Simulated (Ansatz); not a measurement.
# Low singlet and triplet states of SbH by full CI

```xyz
2

Sb    0.0000    0.0000    0.0000
H     0.0000    0.0000    1.7130
```

Basis def2-SVP with its core potentials; Ansatz 0.2.0. Correlated methods freeze the noble-gas cores and the filled d shells of p-block atoms, which leaves 6 electrons in 22 orbitals. No spin–orbit coupling is included; scalar relativity enters through the core potentials alone.

Task: From the orbital picture of this species, estimate the order, symmetries and energies of the lowest 3 singlet and 1 triplet states at this geometry (other spins aside; irreps A1, B1, B2, A2 in the program's axes; members of a degenerate level count singly).

Result: Full CI in def2-SVP gives:
```json
{"2S+1": "3", "irrep": "A2", "energy above the lowest listed (eV)": "0.000"}
{"2S+1": "1", "irrep": "A1", "energy above the lowest listed (eV)": "1.020"}
{"2S+1": "1", "irrep": "A2", "energy above the lowest listed (eV)": "1.020"}
{"2S+1": "1", "irrep": "A1", "energy above the lowest listed (eV)": "1.783"}
```

31 s on 1 thread of Intel Xeon, shared host.
